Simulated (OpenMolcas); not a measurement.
**mPW1PW91/6-31G run of CF4 (tetrafluoromethane)**

Aim: the vertical ionisation energy of CF4 (tetrafluoromethane) at mPW1PW91/6-31G, from 2 runs. 

Program for the calculation: OpenMolcas 26.06.

### Step 1. The system as given

CF4: 5 atoms, total charge 0, spin state singlet. SMILES: `FC(F)(F)F`. Geometry: relaxed at PBE0-D4/def2-TZVP.

Bond lengths: F1–C2 1.318 Å, C2–F3 1.318 Å, C2–F4 1.318 Å, C2–F5 1.318 Å. Angles: F1–C2–F3 109.5°, F1–C2–F4 109.5°, F1–C2–F5 109.5°, F3–C2–F4 109.5°, F3–C2–F5 109.5°, F4–C2–F5 109.5°.

### Step 2. The energy at mPW1PW91/6-31G

Contents of input.xyz:

```xyz
5

F     -0.850100     0.025300     0.989500
C      0.010000    -0.014700    -0.008300
F      1.157500    -0.501300     0.420100
F     -0.464000    -0.786000    -0.966200
F      0.196600     1.203000    -0.476700
```

Contents of job.input:

```
>>> EXPORT MOLCAS_PRINT=2

&GATEWAY
  BasLib=$CurrDir
  Coord=input.xyz
  Basis=6-31G
  Group=NoSym

&SEWARD

&SCF
  KSDFT=HYB_GGA_XC_MPW1PW
  PrOrbitals=0
```

The basis set 6-31G is read from a file made from the Basis Set Exchange's data (not shown).

The run is started by

```console
$ export MOLCAS_MEM=1860
$ pymolcas job.input > job.log
```

The program printed:

```text
--- Start Module: gateway ---
[...]
--- Stop Module: gateway /rc=_RC_ALL_IS_WELL_ ---
--- Start Module: seward ---
[...]
      Basis functions           45
--- Stop Module: seward /rc=_RC_ALL_IS_WELL_ ---
--- Start Module: scf ---
[...]
       Convergence after   9 Iterations
[...]
::    Total KS-DFT energy                            -437.2540752523
[...]
      Total spin, S                                     0.0000000000
[...]
      Total electronic charge=   42.000000
      Total            charge=   -0.000000
[...]
      Dipole Moment (debye):
      Origin of the operator (angstrom)=    0.0100   -0.0147   -0.0083
                   X= -2.3085E-05               Y=  4.3742E-04               Z=  2.6135E-04           Total=  5.1008E-04
      Quadrupole Moment (debye*angstrom):
[...]
--- Stop Module: scf /rc=_RC_ALL_IS_WELL_ ---
[...]
```

It took 2.6 s on 1 thread of Arm Neoverse V2, shared host; peak memory 0.38 GiB.

### Step 3. The doublet cation at the same level

input.xyz is that of step 2.

Contents of job.input:

```
&GATEWAY
  BasLib=$CurrDir
  Coord=input.xyz
  Basis=6-31G
  Group=NoSym

&SEWARD

&SCF
  UHF
  Charge=1
  Spin=2
  KSDFT=HYB_GGA_XC_MPW1PW
  PrOrbitals=0
```

The basis set 6-31G is read from a file made from the Basis Set Exchange's data (not shown).

The run is started by

```console
$ export MOLCAS_MEM=1860
$ pymolcas job.input > job.log
```

The program printed:

```text
--- Start Module: gateway ---
[...]
--- Stop Module: gateway /rc=_RC_ALL_IS_WELL_ ---
--- Start Module: seward ---
[...]
      Basis functions           45
--- Stop Module: seward /rc=_RC_ALL_IS_WELL_ ---
--- Start Module: scf ---
[...]
       Convergence after  41 Iterations
[...]
::    Total KS-DFT energy                            -436.6697646853
[...]
      Total spin, S                                     0.5022674071
[...]
      Total electronic charge=   41.000000
      Total            charge=    1.000000
[...]
      Dipole Moment (debye):
      Origin of the operator (angstrom)=    0.0100   -0.0147   -0.0083
                   X=  3.4551E-04               Y= -6.6953E-04               Z= -5.4193E-04           Total=  9.2808E-04
      Center of Charge (angstrom)
[...]
--- Stop Module: scf /rc=_RC_ALL_IS_WELL_ ---
[...]
```

It took 9 s on 1 thread of Arm Neoverse V2, shared host; peak memory 0.38 GiB.

### Step 4. Outcome

Level: mPW1PW91/6-31G.

| quantity | value |
| --- | --- |
| singlet CF4: total energy | -437.25408 Eh |
| singlet CF4: dipole moment | 0.00 D |
| singlet CF4: HOMO energy | -12.75 eV |
| singlet CF4: LUMO energy | 4.35 eV |
| singlet CF4: HOMO–LUMO gap | 17.10 eV |
| doublet cation: total energy | -436.66976 Eh |
| doublet cation: HOMO energy (highest over α and β) | -21.32 eV |
| doublet cation: LUMO energy (lowest over α and β) | -19.04 eV |
| doublet cation: ⟨S²⟩ | 0.755 |
| vertical ionisation energy (to the doublet cation) | 15.900 eV |

In words: The vertical ionisation energy comes to 15.90 eV (367 kcal/mol). −ε(HOMO) before ionisation, 12.75 eV, is 3.15 eV below this ionisation energy. Mulliken charges (singlet CF4) run from -0.24 on F4 to +0.96 on C2; they depend strongly on the basis.
